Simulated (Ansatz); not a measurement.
## A reaction path, image by image

C2H3S, doublet, from a complex of C₂H₂ (C#C) + HS to C₂H₃S ([CH][CH][SH]); PBE0-D4/def2-SVP (Ansatz 0.2.0). Settings:

```yaml
hamiltonian: {xc: pbe0, dispersion: d4}
neb:
  images: 5
  climbing: true
  max_iterations: 40
  initial_path: idpp
```

First end:

C1  (-1.103, 0.114, 0.174)
C2  (-0.435, 0.988, -0.308)
S3  (1.382, -1.318, -0.477)
H4  (-1.702, -0.659, 0.598)
H5  (0.151, 1.766, -0.740)
H6  (1.706, -0.890, 0.754)
(Å)

Second end:

```
6
angstrom
C -0.3759 0.0042 0.0516
C -0.5589 1.0476 -0.7061
S 1.1290 -0.9364 0.0686
H -1.1724 -0.3862 0.6802
H -0.0311 1.6558 -1.4227
H 1.0093 -1.3850 1.3283
```

The ends were relaxed with PBE0-D4 in triple zeta, so they are not quite minima here (largest force components 0.64 and 0.36 eV/Å).

Energies along the converged band: It took 20 iterations. Path lengths are measured after rigid turns and shifts between images are taken out.
```json
{"image": "0", "path length (Å)": "0.00", "energy (kJ/mol)": "0.0"}
{"image": "1", "path length (Å)": "0.33", "energy (kJ/mol)": "-0.8"}
{"image": "2 (climbing)", "path length (Å)": "0.66", "energy (kJ/mol)": "4.3"}
{"image": "3", "path length (Å)": "1.06", "energy (kJ/mol)": "-58.1"}
{"image": "4", "path length (Å)": "1.45", "energy (kJ/mol)": "-70.9"}
{"image": "5", "path length (Å)": "1.84", "energy (kJ/mol)": "-73.4"}
{"image": "6", "path length (Å)": "2.24", "energy (kJ/mol)": "-73.6"}
```
Energies count from the first end.

The images between the ends:
Image 1:
```xyz
6
angstrom
C -1.0222 0.1249 0.1210
C -0.4407 1.0587 -0.3903
S 1.2919 -1.4813 -0.3094
H -1.5679 -0.6821 0.5761
H 0.0811 1.8783 -0.8514
H 1.6580 -0.8984 0.8540
```

Image 2:
```xyz
6
angstrom
C -0.8375 0.0194 0.0541
C -0.4261 1.0561 -0.4583
S 1.0987 -1.4439 -0.1488
H -1.4886 -0.6802 0.5528
H 0.0727 1.8728 -0.9501
H 1.5808 -0.8242 0.9502
```

Image 3:
```xyz
6
angstrom
C -0.6007 -0.1321 0.0387
C -0.4937 1.0546 -0.4853
S 0.8960 -1.3158 -0.0689
H -1.4723 -0.5833 0.5405
H 0.1207 1.7759 -1.0219
H 1.5500 -0.7994 0.9970
```

Image 4:
```xyz
6
angstrom
C -0.5152 -0.1094 0.0469
C -0.5621 1.0524 -0.5609
S 0.9512 -1.1423 -0.0915
H -1.3689 -0.5232 0.5986
H 0.0994 1.6739 -1.1649
H 1.3957 -0.9515 1.1718
```

Image 5:
```xyz
6
angstrom
C -0.4470 -0.0559 0.0526
C -0.5844 1.0423 -0.6540
S 1.0481 -1.0328 -0.0312
H -1.2660 -0.4610 0.6610
H 0.0134 1.6514 -1.3315
H 1.2360 -1.1439 1.3031
```

The band counts as converged below 0.05 eV/Å. The run took about 94 s on 2 CPU threads of an Intel Xeon 6975P-C (shared host).
